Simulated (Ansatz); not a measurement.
Basis sets over 6 cases of the atomisation energy at B2PLYP with Ansatz (Al to Cl present), each against its own reference: (a) the value in aug-cc-pV5Z; (b) the value in aug-pcseg-3; (c) the value in pcseg-4. By their distance from other large sets or by the extrapolation step the references are unsure by up to roughly 0.37 kcal/mol. B3LYP-D3(BJ)/def2-TZVP geometries; electronic energies; frozen cores; unrestricted open shells; no added dispersion term; no relativity. Cartesian d functions in some cases of 6-31G**, 6-311G**. (X+d) sets on Al to Cl for cc-pVXZ and aug-cc-pVXZ. 

Cases are drawn at random; left out are references unsure by over 0.67 kcal/mol, doubtful singlets, and cases whose largest runs show a restricted determinant unstable towards unrestricted orbitals, <S^2> over 0.1 too high or, where CCSD(T) ran, T1 over 0.025 (0.045 for open shells). Sets are drawn from those converged to one state in every case.

Cases (SMILES) and reference values:
- [SiH]=O (O-SiH) → H atom + O atom + Si atom: 219.05 kcal/mol (c)
- [SH] (SH) → H atom + S atom: 87.40 kcal/mol (a)
- ClB(Cl)Cl → B atom + 3 Cl atom: 321.31 kcal/mol (c)
- ClC (CH3-Cl) → C atom + Cl atom + 3 H atom: 393.90 kcal/mol (c)
- Cl[O] (O-Cl) → Cl atom + O atom: 65.17 kcal/mol (a)
- C(Cl)Cl → C atom + 2 Cl atom + 2 H atom: 367.40 kcal/mol (b)

| basis | functions over def2-SVP (largest species, mean of cases) | mean signed deviation (kcal/mol) | mean absolute | largest | within 2 kcal/mol |
|---|---|---|---|---|---|
| STO-3G | 0.4 | 10.13 | 24.83 | 49.27 | 0 of 6 |
| pcseg-1 | 1.0 | -13.26 | 13.26 | 16.42 | 0 of 6 |
| def2-SVP | 1.0 | -8.09 | 8.22 | 14.29 | 1 of 6 |
| 6-31G** | 1.1 | -8.56 | 8.56 | 14.12 | 0 of 6 |
| 6-311G** | 1.4 | -10.59 | 10.59 | 15.39 | 0 of 6 |
| 6-311++G(2d,2p) | 1.9 | -5.97 | 5.97 | 7.51 | 0 of 6 |
| pcseg-2 | 2.1 | -2.70 | 2.70 | 3.44 | 1 of 6 |
| def2-TZVPP | 2.4 | -2.43 | 2.43 | 3.48 | 2 of 6 |
| jun-cc-pV(T+d)Z | 2.7 | -2.34 | 2.34 | 3.11 | 2 of 6 |
| aug-cc-pVTZ | 3.3 | -1.96 | 1.96 | 2.62 | 2 of 6 |
| cc-pVQZ | 4.0 | -0.75 | 0.75 | 1.00 | 6 of 6 |
| pcseg-3 | 4.2 | -0.41 | 0.41 | 0.62 | 6 of 6 |
| def2-QZVP | 4.2 | -0.83 | 0.83 | 1.12 | 6 of 6 |
| def2-QZVPPD | 4.7 | -0.75 | 0.75 | 1.05 | 6 of 6 |

Among the sets for which every case ran a larger relative (same family, alike in diffuse functions, listed or not), the smallest listed that holds all cases within 2 kcal/mol together with them is cc-pVQZ, at 4.0 times the functions of def2-SVP. Inside, though some case ran no larger relative to test it: pcseg-3, def2-QZVP, def2-QZVPPD. Largest deviations of relatives not listed, over the cases that ran them: cc-pV5Z 0.25, pcseg-4 0.06 kcal/mol. A case lies within its reference's uncertainty of the window's edge in 6-311++G(2d,2p), def2-TZVPP, jun-cc-pV(T+d)Z, aug-cc-pVTZ. These figures hold for the cases listed.

Ansatz is an electronic-structure program.
